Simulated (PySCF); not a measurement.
S₂⁺ at r²SCAN

Level: r²SCAN. S STO-3G; no relativity (PySCF 2.14).

```json
{
 "state": "²Πg (doublet), unpaired electrons π ↑",
 "bond length": "1.912 Å",
 "harmonic wavenumber": "843 cm⁻¹",
 "force constant": "6.69 mdyn/Å",
 "rotational constant Be": "0.2884 cm⁻¹",
 "anharmonicity ωexe": "2.41 cm⁻¹",
 "vibration–rotation constant αe": "0.00115 cm⁻¹",
 "well depth De to S⁺ + S": "5.57 eV",
 "dissociation energy D0": "5.52 eV",
 "bond order (Mayer)": "2.50"
}
```

STO-3G is very small, so such numbers show the basis as much as the molecule. The state is the lowest determinant that a PBE0 search found; another state may lie lower at other levels.
